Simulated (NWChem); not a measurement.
## Extrapolating the CCSD(T) correlation energy of hydrogen sulfide (H₂S)

```xyz
3

S      0.0000     0.0000     0.1056
H     -0.9740     0.0000    -0.8447
H      0.9740     0.0000    -0.8447
```
Charge 0, spin multiplicity 1.

All runs are NWChem calculations. Structure: optimised with PBE/def2-SVP, a minimum by its harmonic frequencies.

The correlated methods keep 5 core orbitals frozen. No row is a measurement; the coupled-cluster row has its own basis-set and correlation limits.

Worked example. The CCSD(T) correlation energy is -223.07 mHa in cc-pVTZ and -238.25 mHa in cc-pVQZ. The form E(X) = E∞ + A/X³ turns the pair into an estimate of the basis-set limit.

E∞ = (4³·(-238.25) − 3³·(-223.07))/(4³ − 3³) = -249.3 mHa. The larger basis holds 96 % of that, at about 9 times the processor time of the smaller one. This is a two-point estimate.
